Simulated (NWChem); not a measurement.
# hydrogen fluoride (HF); SMILES F

Results from NWChem. Geometry: optimised at B3LYP/6-31G* (spherical d). Total energies compare along this basis series because the functional is fixed.

| level | basis functions | energy (Ha) | highest occupied level (eV) | orbital gap (eV) | dipole (D) |
|---|---|---|---|---|---|
| PBE/def2-SVP | 19 | -100.2541 | ___ | 9.03 | 1.81 |
| PBE/def2-SVPD | 31 | -100.2796 | -9.68 | 9.16 | 1.80 |
| PBE/def2-TZVP | 37 | -100.3913 | -9.32 | 9.11 | 1.90 |
| PBE/def2-TZVPP | 45 | -100.3935 | -9.34 | 9.15 | 1.82 |
| PBE/def2-QZVP | 87 | -100.4009 | -9.52 | 9.01 | 1.81 |

Problem. Some entries are withheld; supply them.

Solution. 
- PBE/def2-SVP, highest occupied level (eV): -8.38
